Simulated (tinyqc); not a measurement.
Inside a calculation. Method: CCSD on RHF in the sto-3g basis, frozen core, for LiH, spin multiplicity 1. Computed by tinyqc, a small Python program that keeps every step (integrals from PySCF). Settings: charge = 0, multiplicity = 1, basis = sto-3g, method = RHF, frozen orbitals = 1, energy threshold = 1e-10, iteration cap = 61, orthogonalisation = canonical, start = core, DIIS depth = 6, amplitude equations = CCSD, DIIS depth for amplitudes = 4, cap on updates = 59. Command: `OMP_NUM_THREADS=1 python tinyqc.py 28201 28202 out.jsonl` (the two numbers bound the seeds that draw the settings). One thread of a shared host (Intel(R) Xeon(R) Processor @ 2.60GHz), about 0.3 s of CPU time with the checks. The early iterations of the SCF are left out here.

## One-electron integrals

Geometry (angstrom):

| atom | x | y | z |
|---|---|---|---|
| Li | 0.00000 | 0.00000 | 0.00000 |
| H | 0.00000 | 0.00000 | 1.54900 |

Basis sto-3g: exponents (1/bohr^2) and contraction coefficients of normalised primitives:

| element | l (shell) | exponent | coefficient |
|---|---|---|---|
| Li | s (1) | 16.11958 | 0.15433 |
| Li | s (1) | 2.93620 | 0.53533 |
| Li | s (1) | 0.79465 | 0.44463 |
| Li | s (2) | 0.63629 | -0.09997 |
| Li | s (2) | 0.14786 | 0.39951 |
| Li | s (2) | 0.04809 | 0.70012 |
| Li | p (3) | 0.63629 | 0.15592 |
| Li | p (3) | 0.14786 | 0.60768 |
| Li | p (3) | 0.04809 | 0.39196 |
| H | s (1) | 3.42525 | 0.15433 |
| H | s (1) | 0.62391 | 0.53533 |
| H | s (1) | 0.16886 | 0.44463 |

Overlap, kinetic and nuclear-attraction integrals over the contracted functions; the nuclear repulsion is the sum of Za Zb / Rab.

nuclear repulsion = 1.0248752 hartree

overlap S:
```
          1Li 1s   1Li 2s  1Li 2px  1Li 2py  1Li 2pz    2H 1s
1Li 1s   1.00000  0.24114  0.00000  0.00000  0.00000  0.07415
1Li 2s   0.24114  1.00000  0.00000  0.00000  0.00000  0.40802
1Li 2px  0.00000  0.00000  1.00000  0.00000  0.00000  0.00000
1Li 2py  0.00000  0.00000  0.00000  1.00000  0.00000  0.00000
1Li 2pz  0.00000  0.00000  0.00000  0.00000  1.00000  0.52210
2H 1s    0.07415  0.40802  0.00000  0.00000  0.52210  1.00000
```

kinetic energy T (hartree):
```
           1Li 1s    1Li 2s  1Li 2px  1Li 2py  1Li 2pz     2H 1s
1Li 1s    3.57679  -0.02024  0.00000  0.00000  0.00000  -0.01650
1Li 2s   -0.02024   0.10216  0.00000  0.00000  0.00000   0.04562
1Li 2px   0.00000   0.00000  0.31968  0.00000  0.00000   0.00000
1Li 2py   0.00000   0.00000  0.00000  0.31968  0.00000   0.00000
1Li 2pz   0.00000   0.00000  0.00000  0.00000  0.31968   0.13668
2H 1s    -0.01650   0.04562  0.00000  0.00000  0.13668   0.76003
```

nuclear attraction V (hartree):
```
           1Li 1s    1Li 2s   1Li 2px   1Li 2py   1Li 2pz     2H 1s
1Li 1s   -8.32451  -1.04671   0.00000   0.00000  -0.01717  -0.32123
1Li 2s   -1.04671  -1.50367   0.00000   0.00000  -0.12493  -0.77100
1Li 2px   0.00000   0.00000  -1.46030   0.00000   0.00000   0.00000
1Li 2py   0.00000   0.00000   0.00000  -1.46030   0.00000   0.00000
1Li 2pz  -0.01717  -0.12493   0.00000   0.00000  -1.56073  -1.00041
2H 1s    -0.32123  -0.77100   0.00000   0.00000  -1.00041  -2.24813
```

core Hamiltonian H = T + V (hartree):
```
           1Li 1s    1Li 2s   1Li 2px   1Li 2py   1Li 2pz     2H 1s
1Li 1s   -4.74772  -1.06695   0.00000   0.00000  -0.01717  -0.33773
1Li 2s   -1.06695  -1.40151   0.00000   0.00000  -0.12493  -0.72538
1Li 2px   0.00000   0.00000  -1.14062   0.00000   0.00000   0.00000
1Li 2py   0.00000   0.00000   0.00000  -1.14062   0.00000   0.00000
1Li 2pz  -0.01717  -0.12493   0.00000   0.00000  -1.24105  -0.86373
2H 1s    -0.33773  -0.72538   0.00000   0.00000  -0.86373  -1.48810
```

## Two-electron integrals

Functions are numbered as in S; the eight-fold symmetry (ij|kl) = (ji|kl) = (kl|ij) leaves the list below.

Two-electron integrals (ij|kl) in chemists' order, unique and non-zero (hartree):
```
(11|11) 1.68040   (21|11) 0.26542   (21|21) 0.04994   (22|11) 0.39773
(22|21) 0.09286   (22|22) 0.29056   (31|31) 0.00898   (32|31) 0.01379
(32|32) 0.06418   (33|11) 0.39664   (33|21) 0.09288   (33|22) 0.29050
(33|33) 0.31295   (41|41) 0.00898   (42|41) 0.01379   (42|42) 0.06418
(43|43) 0.01687   (44|11) 0.39664   (44|21) 0.09288   (44|22) 0.29050
(44|33) 0.27921   (44|44) 0.31295   (51|51) 0.00898   (52|51) 0.01379
(52|52) 0.06418   (53|53) 0.01687   (54|54) 0.01687   (55|11) 0.39664
(55|21) 0.09288   (55|22) 0.29050   (55|33) 0.27921   (55|44) 0.27921
(55|55) 0.31295   (61|11) 0.07955   (61|21) 0.01504   (61|22) 0.02841
(61|33) 0.02807   (61|44) 0.02807   (61|51) 0.00178   (61|52) 0.00341
(61|55) 0.02909   (61|61) 0.00495   (62|11) 0.15884   (62|21) 0.03739
(62|22) 0.12047   (62|33) 0.11464   (62|44) 0.11464   (62|51) 0.00612
(62|52) 0.03466   (62|55) 0.13199   (62|61) 0.01338   (62|62) 0.07888
(63|31) 0.00327   (63|32) 0.01447   (63|53) 0.00558   (63|63) 0.00621
(64|41) 0.00327   (64|42) 0.01447   (64|54) 0.00558   (64|64) 0.00621
(65|11) 0.18891   (65|21) 0.04500   (65|22) 0.15076   (65|33) 0.14076
(65|44) 0.14076   (65|51) 0.00954   (65|52) 0.05300   (65|55) 0.17055
(65|61) 0.01687   (65|62) 0.10882   (65|65) 0.15286   (66|11) 0.34004
(66|21) 0.08154   (66|22) 0.28579   (66|33) 0.26122   (66|44) 0.26122
(66|51) 0.01609   (66|52) 0.10724   (66|55) 0.33449   (66|61) 0.03077
(66|62) 0.23008   (66|65) 0.33082   (66|66) 0.77461
```

## Orthogonalisation

S = U s U^T; canonical form X = U s^(-1/2), so that X^T S X = 1. Each column of U has its largest component positive (the first on a tie).

eigenvalues of S: 0.33273  0.79832  1.00000  1.00000  1.16804  1.70091

X:
```
                1         2         3        4         5        6
1Li 1s    0.15262   0.80485   0.00000  0.00000   0.59930  0.18080
1Li 2s   -0.79374  -0.62131   0.00000  0.00000   0.46736  0.36538
1Li 2px   0.00000   0.00000  -0.46095  0.88743   0.00000  0.00000
1Li 2py   0.00000   0.00000   0.88743  0.46095   0.00000  0.00000
1Li 2pz  -0.94509   0.43636   0.00000  0.00000  -0.50239  0.38794
2H 1s     1.20787  -0.16856   0.00000  0.00000  -0.16170  0.52080
```

Within a degenerate level the vectors are fixed only up to a rotation; this is one choice.

## Iteration 7 (converged): orbitals

converged F (hartree):
```
           1Li 1s    1Li 2s  1Li 2px  1Li 2py   1Li 2pz     2H 1s
1Li 1s   -2.34501  -0.63991  0.00000  0.00000   0.01384  -0.20201
1Li 2s   -0.63991  -0.22943  0.00000  0.00000  -0.10843  -0.27678
1Li 2px   0.00000   0.00000  0.16388  0.00000   0.00000   0.00000
1Li 2py   0.00000   0.00000  0.00000  0.16388   0.00000   0.00000
1Li 2pz   0.01384  -0.10843  0.00000  0.00000  -0.00544  -0.23830
2H 1s    -0.20201  -0.27678  0.00000  0.00000  -0.23830  -0.15962
```

Diagonalise F' = X^T F X, C = X C', fill 2 alpha and 2 beta electrons from the bottom; D = 2 C_occ C_occ^T. Each column has its largest component positive (the first on a tie).

F' = X^T F X (hartree):
```
          1         2        3        4         5         6
1   0.55175  -0.11677  0.00000  0.00000  -0.07110  -0.03343
2  -0.11677  -0.87278  0.00000  0.00000  -1.09068  -0.38858
3   0.00000   0.00000  0.16388  0.00000   0.00000   0.00000
4   0.00000   0.00000  0.00000  0.16388   0.00000   0.00000
5  -0.07110  -1.09068  0.00000  0.00000  -1.17151  -0.50161
6  -0.03343  -0.38858  0.00000  0.00000  -0.50161  -0.50441
```

orbital energies (hartree): MO1 -2.34767, MO2 -0.28956, MO3 0.07864, MO4 0.16388, MO5 0.16388, MO6 0.56164

coefficients C:
```
              MO1       MO2       MO3      MO4       MO5       MO6
1Li 1s    0.99119  -0.17063  -0.20937  0.00000   0.00000   0.08666
1Li 2s    0.03239   0.45066   0.80039  0.00000   0.00000  -0.72333
1Li 2px   0.00000   0.00000   0.00000  0.83857  -0.54479   0.00000
1Li 2py   0.00000   0.00000   0.00000  0.54479   0.83857   0.00000
1Li 2pz  -0.00672   0.34781  -0.61260  0.00000   0.00000  -0.99509
2H 1s     0.00561   0.54629  -0.13666  0.00000   0.00000   1.21145
```

D after iteration 7:
```
           1Li 1s    1Li 2s  1Li 2px  1Li 2py   1Li 2pz     2H 1s
1Li 1s    2.02315  -0.08959  0.00000  0.00000  -0.13203  -0.17531
1Li 2s   -0.08959   0.40828  0.00000  0.00000   0.31305   0.49274
1Li 2px   0.00000   0.00000  0.00000  0.00000   0.00000   0.00000
1Li 2py   0.00000   0.00000  0.00000  0.00000   0.00000   0.00000
1Li 2pz  -0.13203   0.31305  0.00000  0.00000   0.24203   0.37993
2H 1s    -0.17531   0.49274  0.00000  0.00000   0.37993   0.59692
```

Within a degenerate level the vectors are fixed only up to a rotation; this is one choice.

## Convergence

Stop when the energy changes by less than 1e-10 hartree and every element of the error matrix X^T (F D S - S D F) X is below 3e-06.

Course of the cycle:

| iteration | E (hartree) | change | largest element of the error matrix |
|---|---|---|---|
| 1 | -7.8235837 | - | 2.09e-01 |
| 2 | -7.8621618 | -3.86e-02 | 2.11e-02 |
| 3 | -7.8629684 | -8.07e-04 | 4.74e-03 |
| 4 | -7.8630795 | -1.11e-04 | 1.33e-03 |
| 5 | -7.8630903 | -1.08e-05 | 2.46e-05 |
| 6 | -7.8630904 | -2.62e-09 | 1.65e-06 |
| 7 | -7.8630904 | -6.22e-12 | 1.12e-08 |

PySCF RHF in the same basis = -7.8630904 hartree

Converged in 7 iterations.

## Integrals over molecular orbitals

(pq|rs) = sum C_ip C_jq C_kr C_ls (ij|kl), one index at a time.

one-electron integrals over orbitals h = C^T H C (hartree):
```
          1         2         3         4         5         6
1  -4.73819   0.10747   0.16757   0.00000   0.00000  -0.03041
2   0.10747  -1.51254   0.03430   0.00000   0.00000  -0.06754
3   0.16757   0.03430  -1.12905   0.00000   0.00000   0.03140
4   0.00000   0.00000   0.00000  -1.14062   0.00000   0.00000
5   0.00000   0.00000   0.00000   0.00000  -1.14062   0.00000
6  -0.03041  -0.06754   0.03140   0.00000   0.00000  -0.94210
```

Two-electron integrals over orbitals (pq|rs), unique and non-zero (hartree); the lowest 1 orbital is frozen and left out:
```
(22|22) 0.49086    (32|22) -0.04773   (32|32) 0.01257    (33|22) 0.22511
(33|32) 0.00681    (33|33) 0.33839    (42|42) 0.02371    (43|42) 0.01924
(43|43) 0.04129    (44|22) 0.27270    (44|32) 0.00522    (44|33) 0.28211
(44|44) 0.31295    (52|52) 0.02371    (53|52) 0.01924    (53|53) 0.04129
(54|54) 0.01687    (55|22) 0.27270    (55|32) 0.00522    (55|33) 0.28211
(55|44) 0.27921    (55|55) 0.31295    (62|22) 0.12949    (62|32) -0.03401
(62|33) -0.01100   (62|44) -0.01362   (62|55) -0.01362   (62|62) 0.12340
(63|22) -0.05112   (63|32) 0.00890    (63|33) 0.03601    (63|44) 0.00180
(63|55) 0.00180    (63|62) -0.03145   (63|63) 0.02635    (64|42) -0.01956
(64|43) -0.01381   (64|64) 0.01962    (65|52) -0.01956   (65|53) -0.01381
(65|65) 0.01962    (66|22) 0.45575    (66|32) -0.04275   (66|33) 0.24175
(66|44) 0.26876    (66|55) 0.26876    (66|62) 0.13746    (66|63) -0.04382
(66|66) 0.45533
```

## CCSD: starting amplitudes

t_ij^ab = <ij||ab> / (e_i + e_j - e_a - e_b), whose energy is MP2.

Starting amplitudes (spin orbitals 1a, 1b, ...; amplitudes related by a flip of all spins are not repeated):

| from | to | t |
|---|---|---|
| 2a 2b | 6a 6b | -0.07249 |
| 2a 2b | 3a 6b | 0.02789 |
| 2a 2b | 5a 5b | -0.02614 |
| 2a 2b | 4a 4b | -0.02614 |
| 2a 2b | 3a 3b | -0.01707 |

correlation energy = -0.0122964 hartree

## CCSD: amplitude update 1

t_i^a D_i^a and t_ij^ab D_ij^ab are set to the remaining terms of the spin-orbital equations, evaluated with the old amplitudes; for the doubles these are <ij||ab> + 1/2 <ab||ef> t_ij^ef + 1/2 <mn||ij> t_mn^ab + P(ij)P(ab) <mb||ej> t_im^ae + terms in t^2 + terms with t1, D the orbital-energy denominators.

Amplitudes after update 1 (spin orbitals 1a, 1b, ...; amplitudes related by a flip of all spins are not repeated):

| from | to | t |
|---|---|---|
| 2a 2b | 6a 6b | -0.09872 |
| 2a 2b | 3a 6b | 0.04061 |
| 2a 2b | 5a 5b | -0.02901 |
| 2a 2b | 4a 4b | -0.02901 |
| 2a 2b | 3a 3b | -0.02023 |
| 2a | 3a | 0.00904 |
| 2a | 6a | 0.00052 |

correlation energy = -0.0165739 hartree

## CCSD: amplitude update 2

As before.

Amplitudes after update 2 (spin orbitals 1a, 1b, ...; amplitudes related by a flip of all spins are not repeated):

| from | to | t |
|---|---|---|
| 2a 2b | 6a 6b | -0.10792 |
| 2a 2b | 3a 6b | 0.04691 |
| 2a 2b | 5a 5b | -0.02881 |
| 2a 2b | 4a 4b | -0.02881 |
| 2a 2b | 3a 3b | -0.02409 |
| 2a | 3a | 0.01662 |
| 2a | 6a | 0.00136 |

correlation energy = -0.0181743 hartree

## CCSD: amplitude update 3

t_i^a D_i^a and t_ij^ab D_ij^ab are set to the remaining terms of the spin-orbital equations, evaluated with the old amplitudes; for the doubles these are <ij||ab> + 1/2 <ab||ef> t_ij^ef + 1/2 <mn||ij> t_mn^ab + P(ij)P(ab) <mb||ej> t_im^ae + terms in t^2 + terms with t1, D the orbital-energy denominators. DIIS then mixes the stored amplitudes.

DIIS coefficients: -0.84264  1.84264

Amplitudes after update 3 (spin orbitals 1a, 1b, ...; amplitudes related by a flip of all spins are not repeated):

| from | to | t |
|---|---|---|
| 2a 2b | 6a 6b | -0.11357 |
| 2a 2b | 3a 6b | 0.05352 |
| 2a 2b | 3a 3b | -0.02951 |
| 2a 2b | 5a 5b | -0.02812 |
| 2a 2b | 4a 4b | -0.02812 |
| 2a | 3a | 0.02720 |
| 2a | 6a | 0.00259 |

correlation energy = -0.0193547 hartree

## CCSD: convergence

E_corr = 1/4 sum <ij||ab> t_ij^ab + 1/2 sum <ij||ab> t_i^a t_j^b; stop when the norm of the change is below 1e-8.

Course of the amplitude iterations:

| update | correlation energy (hartree) | norm of the change |
|---|---|---|
| 0 | -0.0122964 | - |
| 1 | -0.0165739 | 6.57e-02 |
| 2 | -0.0181743 | 2.88e-02 |
| 3 | -0.0193547 | 1.56e-02 |
| 4 | -0.0194314 | 6.13e-03 |
| 5 | -0.0194479 | 8.57e-04 |
| 6 | -0.0194471 | 7.77e-05 |
| 7 | -0.0194470 | 1.02e-05 |
| 8 | -0.0194470 | 7.49e-07 |
| 9 | -0.0194470 | 1.71e-07 |
| 10 | -0.0194470 | 2.10e-08 |
| 11 | -0.0194470 | 1.73e-09 |

Converged amplitudes (spin orbitals 1a, 1b, ...; amplitudes related by a flip of all spins are not repeated):

| from | to | t |
|---|---|---|
| 2a 2b | 6a 6b | -0.11170 |
| 2a 2b | 3a 6b | 0.05737 |
| 2a | 3a | 0.03727 |
| 2a 2b | 3a 3b | -0.03437 |
| 2a 2b | 5a 5b | -0.02824 |
| 2a 2b | 4a 4b | -0.02824 |
| 2a | 6a | 0.00337 |

CCSD total energy = -7.8825374 hartree

T1 diagnostic, norm of the one-spin t1 over sqrt(correlated electrons) = 0.02646

Converged in 11 updates, with DIIS from the third.
